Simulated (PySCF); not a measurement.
Reaction (SMILES): N (NH3) + H+ → [NH4+]
B3LYP-D3(BJ)/def2-TZVP geometries, fixed; electronic energies without zero-point terms; positive where energy is released.

Effect of the auxiliary basis of density fitting at B3LYP/aug-cc-pVTZ with PySCF, against the last row, where the proton affinity is 211.15 kcal/mol.

| setting | fitting functions, largest species | largest shift of a total energy (mEh) | shift of the proton affinity (kcal/mol) |
|---|---|---|---|
| density fitting: autoaux | 545 | -0.001 | 0.000 |
| density fitting: def2-universal-jkfit | 149 | -0.053 | 0.008 |
| density fitting: cc-pvtz-jkfit | 199 | -0.013 | -0.003 |
| density fitting: cc-pvqz-jkfit | 310 | -0.008 | -0.002 |
| density fitting: none | - | 0.000 | 0.000 |

Within 0.02 kcal/mol in the proton affinity: density fitting: autoaux; density fitting: def2-universal-jkfit; density fitting: cc-pvtz-jkfit; density fitting: cc-pvqz-jkfit. The largest shift is 0.053 mEh in a total energy and 0.008 kcal/mol in the difference.
